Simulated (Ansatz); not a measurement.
# How far each method lies from full CI for [H···H···Cl], doublet

Geometry: a point of a hydrogen-transfer path between rigid fragments, not a stationary point.

```xyz
3

H     0.0000    0.0000   -1.0520
H     0.0000    0.0000   -0.3070
Cl    0.0000    0.0000    1.3590
```

Basis cc-pVDZ; Ansatz 0.2.0. Correlated methods freeze the noble-gas cores, which leaves 9 electrons in 23 orbitals. R marks a restricted (for open shells ROHF) determinant, U an unrestricted one. Active spaces: pair = (3e, 3o) about the gap; valence = (9e, 6o) chosen from the atoms' valence shells.

Full CI is exact within this basis and frozen core; it isn't the basis-set limit. The frozen core follows each run's orbitals, which can shift R against U totals by a few meV.

For open shells CISD is restricted-active-space CI with the open shells as a complete middle space.

The UHF ⟨S²⟩ is 0.770, the T1 diagnostic (RCCSD) is 0.0208 and the largest doubles amplitude (RCCSD) is 0.047. The T1 diagnostic (UCCSD) is 0.0110.

| level | E − E(RHF) (eV) |
| --- | --- |
| UHF | -0.1850 |
| RMP2 | -4.1785 |
| UMP2 | -4.1680 |
| RCCSD | -4.8160 |
| UCCSD | -4.8186 |
| RCCSD(T) | -4.8754 |
| UCCSD(T) | -4.8755 |

Task: Estimate how far full CI in cc-pVDZ lies from RCCSD(T). The table doesn't fix it; the size of (T) and the diagnostics are the guide.

Result: Full CI in cc-pVDZ lies 0.53 mEh below RCCSD(T), which is 24 % of the (T) step (-2.18 mEh). The diagnostics are small and one determinant leads, so the series closes fast and only a small part of (T) is left.

The other levels:

```tsv
level	E − E(full CI) (mEh)	share of correlation (%)	wall time
CISD	11.06	93.85	0.85 s
BCCD(T)	0.54	99.70	1.1 s
RCCSDT	0.21	99.88	–
UCCSDT	0.20	99.89	–
RCCSDT(Q)	0.02	99.99	4.4 s
UCCSDT(Q)	0.01	100.00	4 s
RCCSDTQ	0.00	100.00	9.5 s (H100)
UCCSDTQ	-0.01	100.00	9.5 s (H100)
CASSCF (pair space)	159.18	11.42	–
NEVPT2 (pair space)	23.60	86.87	0.61 s
CASSCF (valence space)	157.71	12.24	–
NEVPT2 (valence space)	37.50	79.13	0.52 s
MRCISD (valence space)	8.60	95.22	–
MRCISD+Q (valence space)	-0.08	100.04	1.1 s
```

The correlation energy at full CI, counted from RHF, is -4.890 eV. That run took 8.5 s on 2 threads of AMD EPYC 7R13 with a shared H100 80 GB, shared host over 74,488,220 determinants.

Times hold each run's SCF and search for its determinant on a shared host, so for small cases they say little of a method's own cost; rows without a card ran on 1 thread of AMD EPYC 7R13.

The full-CI state has the irrep A1 of C2v, in the program's axes (one component, if the state is degenerate).

Natural occupations of full CI about the gap: 1.978 1.964 1.964 1.958 0.997 0.027 0.014 0.014 0.014 0.014; effectively unpaired electrons, Σ n²(2−n)², 1.03.
